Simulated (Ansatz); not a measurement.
Reaction: C2H6S (methylsulfanylmethane, SMILES CSC) → CH3 (SMILES [CH3], doublet) + CH3S (SMILES C[S], doublet) (the C-S bond breaks)
Each species at its own B3LYP-D3(BJ)/def2-TZVP minimum (Ansatz, a quantum-chemistry and plane-wave program).

Wanted: bond dissociation energy (electronic), in kcal/mol. UHF or UKS for unpaired electrons; spin-orbit terms are left out. CBS(X,Y): correlation extrapolated as X^-3, Hartree-Fock from the larger set. A bracket is a step between two methods taken in the basis named. Functionals run without relativity, which enters their misses. Double hybrids freeze cores in their MP2 part. '+ core + X2C': CCSD(T) terms for core correlation (cc-pwCVTZ, 1s frozen past Ne) and scalar relativity (cc-pVTZ-DK).

CCSD(T)/CBS(cc-pV(T+d)Z,cc-pV(Q+d)Z) + [CCSDT(Q) - CCSD(T)]/cc-pV(D+d)Z + core + X2C (Ansatz) gives 78.9 kcal/mol.

Q: How far off this value is PBE/def2-TZVPD (Ansatz), in which direction, and which of these levels come nearer: r2SCAN/def2-TZVPD, B3LYP/def2-TZVPD, wB97M-V/def2-TZVPD, B2PLYP/def2-TZVPD, CCSD(T)/CBS(cc-pV(T+d)Z,cc-pV(Q+d)Z) + core + X2C?

A: PBE gives 77.4 kcal/mol, 1.5 kcal/mol below it. Differences of the others: r2SCAN/def2-TZVPD (Ansatz) -6.6; B3LYP/def2-TZVPD (Ansatz) -7.7; wB97M-V/def2-TZVPD (Ansatz) 0.0; B2PLYP/def2-TZVPD (Ansatz) -4.8; CCSD(T)/CBS(cc-pV(T+d)Z,cc-pV(Q+d)Z) + core + X2C (Ansatz) -0.1 kcal/mol. Nearer than PBE: wB97M-V/def2-TZVPD, CCSD(T)/CBS(cc-pV(T+d)Z,cc-pV(Q+d)Z) + core + X2C.
